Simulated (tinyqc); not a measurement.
Inside a calculation. Method: geometry optimisation on the UHF/sto-6g surface (energies and gradients from PySCF), for CH2, spin multiplicity 3. Computed by tinyqc, a small Python program that keeps every step (integrals from PySCF). Settings: charge = 0, multiplicity = 3, basis = sto-6g, optimiser = sd, first Hessian = 0.6, largest step = 0.5, iteration cap = 30. Command: `OMP_NUM_THREADS=1 python tinyqc.py 20285 20286 out.jsonl` (the two numbers bound the seeds that draw the settings). One thread of a shared host (Intel(R) Xeon(R) Processor @ 2.60GHz), about 5 s of CPU time with the checks.

## Step 1: energy and gradient

positions at the start (bohr):
```
            x          y         z
1C  -0.011338   0.017008  0.032125
2H  -0.049133   1.772563  1.169740
3H  -0.034015  -1.804688  1.283124
```

Self-consistent energy and analytic gradient at these positions.

energy = -38.80607583 hartree

gradient (hartree/bohr):
```
              x            y            z
1C   0.00174206   0.03519798  -0.07539356
2H  -0.00069952   0.00840401   0.02581825
3H  -0.00104253  -0.04360198   0.04957531
```

## Step 1: move

Steepest descent, p = -g / 0.6; steps longer than 0.5 bohr are cut back.

positions after step 1 (bohr):
```
            x          y         z
1C  -0.014242  -0.041656  0.157781
2H  -0.047967   1.758556  1.126710
3H  -0.032278  -1.732018  1.200499
```

## Step 2: energy and gradient

As before.

energy = -38.81513157 hartree

gradient (hartree/bohr):
```
              x            y            z
1C   0.00016192  -0.02659659  -0.00110223
2H  -0.00020962  -0.00138323   0.00850806
3H   0.00004770   0.02797982  -0.00740583
```

## Step 2: move

As before.

positions after step 2 (bohr):
```
            x          y         z
1C  -0.014512   0.002672  0.159618
2H  -0.047618   1.760862  1.112530
3H  -0.032357  -1.778652  1.212842
```

## Step 3: energy and gradient

As before.

energy = -38.81548813 hartree

gradient (hartree/bohr):
```
              x            y            z
1C   0.00008733   0.02989057  -0.00934059
2H   0.00019665  -0.02085256  -0.00360252
3H  -0.00028399  -0.00903801   0.01294311
```

## Step 3: move

As before.

positions after step 3 (bohr):
```
            x          y         z
1C  -0.014657  -0.047146  0.175186
2H  -0.047945   1.795616  1.118534
3H  -0.031884  -1.763588  1.191270
```

## Convergence

Stop when the largest gradient component is below 3e-5 hartree/bohr.

Course of the optimisation:
```
step   E (hartree)  largest gradient (hartree/bohr)
1     -38.80607583                         7.54e-02
2     -38.81513157                         2.80e-02
3     -38.81548813                         2.99e-02
4     -38.81562925                         3.33e-02
5     -38.81559767                         3.69e-02
6     -38.81547066                         4.12e-02
7     -38.81525870                         4.57e-02
8     -38.81496970                         5.08e-02
9     -38.81460321                         5.62e-02
10    -38.81415662                         6.21e-02
11    -38.81362759                         6.83e-02
12    -38.81301684                         7.47e-02
13    -38.81233058                         8.12e-02
14    -38.81158261                         8.77e-02
15    -38.81079531                         9.39e-02
16    -38.80999892                         9.97e-02
17    -38.80922851                         1.05e-01
18    -38.80851888                         1.09e-01
19    -38.80789860                         1.13e-01
20    -38.80738508                         1.16e-01
21    -38.80698246                         1.18e-01
22    -38.80668297                         1.20e-01
23    -38.80647089                         1.21e-01
24    -38.80632720                         1.22e-01
25    -38.80623352                         1.22e-01
26    -38.80617444                         1.22e-01
27    -38.80613818                         1.22e-01
28    -38.80611644                         1.23e-01
29    -38.80610368                         1.23e-01
30    -38.80609634                         1.23e-01
```

Distances after the last move, whose energy is not in the table (angstrom):
```
pair   distance
2H-1C  1.015067
3H-1C  1.171921
3H-2H  1.936427
```

Not converged within 30 steps: the energy rises at some steps, so steps overshoot. Reruns: method bfgs, first Hessian 0.6, largest step 0.3: converged in 8 (E = -38.81668).
